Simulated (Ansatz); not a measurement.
# B₃+ (quintet): the correlation ladder, cc-pVDZ

An exercise on one series of results from a longer session: the logs are not shown, and one member is left open.

Program: Ansatz 0.2.0, Gaussian basis. Level of theory: cc-pVDZ, core rule «outside noble gas», up to 3 orbitals frozen. These are calculated values, not measurements.

To be run: UHF; CCSD(T) on ROHF; CCSD(T) on UHF; BCCD(T) on ROHF; CISD as a restricted active space (open shells left free, so some higher excitations enter); CCSDT(Q) on ROHF; CCSDT(Q) on UHF; CASSCF and MRCISD+Q, 8 electrons in 11 orbitals; CASSCF and NEVPT2, 8 electrons in 11 orbitals.

19 further runs of the same task are left out: 9 that didn't finish, 10 set aside as unsound or not needed. Runs told in other sessions of the task aren't counted.

## The system

The geometry is a PBE0/def2-TZVP stationary point (not a proven minimum) of the parent state, kept for this charge and spin.

3 atoms, charge 1, spin multiplicity 5.

Atoms are counted from 1 here; the program's logs count them from 0.

Bond lengths: B1–B2 1.522 Å, B2–B3 1.522 Å. Angles: B1–B2–B3 180.0°.

The first run:

File in.yaml:

```yaml
crystal:
  periodic: [false, false, false]
  atoms:
    - {symbol: B, position_ang: [0.000000, 0.000000, 1.521500]}
    - {symbol: B, position_ang: [0.000000, 0.000000, 0.000000]}
    - {symbol: B, position_ang: [0.000000, 0.000000, -1.521500]}
basis:
  gaussian: {orbitals: cc-pVDZ}
total_charge: 1
magnetization: {spin_polarized: true, initial_magnetization: 4}
hamiltonian: {xc: hf}
output: {orbitals: {seedname: orbitals}}
```

Run with:

```
$ ansatz run in.yaml --threads 1 --pin off --events-out ev --progress --plain --max-ram 2393MiB
```

Among the steps run: UHF; CCSD(T) on ROHF; CCSD(T) on UHF; BCCD(T) on ROHF; CISD as a restricted active space (open shells left free, so some higher excitations enter); CCSDT(Q) on ROHF; CCSDT(Q) on UHF; CASSCF and MRCISD+Q, 8 electrons in 11 orbitals; CASSCF and NEVPT2, 8 electrons in 11 orbitals.

One table of the session follows, with a row left open; its other results are not shown here.

```
           method  from UCCSDT(Q) (meV)
             ROHF               +4215.4
              UHF               +4132.1
             RMP2               +1057.8
             UMP2               +1075.2
             CISD                +386.0
            RCCSD                +242.6
            UCCSD                +239.7
         RCCSD(T)                 +64.5
         UCCSD(T)                 +64.9
          BCCD(T)                     ?
           RCCSDT                 +11.5
           UCCSDT                 +10.8
        RCCSDT(Q)                  +1.1
        UCCSDT(Q)                     0
  CASSCF frontier               +2278.4
  NEVPT2 frontier                +564.7
  MRCISD frontier                +126.4
MRCISD+Q frontier                 +17.5
```

Estimate the missing values for BCCD(T).

As computed: from UCCSDT(Q) (meV): +66.1. In the column «from UCCSDT(Q) (meV)» it lies between UCCSD(T) (+64.9) and MRCISD frontier (+126.4).

Limits of these values: Restricted and unrestricted rows rest on different reference determinants; a gap between their highest levels can come from leftover correlation error, from unlike frozen cores or from another state.
